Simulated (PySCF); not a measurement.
Geometries of 2 isomers of C2H6S, from PySCF 2.14.0, PBE0-D3(BJ)/def2-SVP geometry optimisation, gas phase. One conformer each, no zero-point energy, no frequencies.

Question: Which is lower in electronic energy at this level?
A.
```xyz
9
angstrom
C      1.300    0.427    0.283
S      0.060    0.503   -1.024
C     -1.269   -0.424   -0.233
H      1.598   -0.611    0.498
H      2.181    0.977   -0.075
H      0.942    0.905    1.208
H     -0.963   -1.459   -0.010
H     -2.109   -0.452   -0.941
H     -1.607    0.065    0.694
```
B.
```xyz
9
angstrom
C     -0.782    0.537    0.117
C      0.114   -0.660   -0.131
S      1.712   -0.594    0.741
H     -1.751    0.411   -0.394
H     -0.323    1.464   -0.262
H     -0.971    0.673    1.192
H     -0.354   -1.584    0.243
H      0.295   -0.814   -1.206
H      2.192    0.496    0.103
```

Answer: B. That is `SCC` (ethanethiol), 3.3 kcal/mol below the other.

```
SMILES  atoms numbered as above      E (Eh)  relative (kcal/mol)  relative (kJ/mol)  dipole (D)
   CCS     [CH3:1][CH2:2][SH:3]  -477.59592                  0.0                0.0        1.63
   CSC      [CH3:1][S:2][CH3:3]  -477.59064                  3.3               13.9        1.55
```

As drawn, the lower has an S–H bond, which the higher lacks.
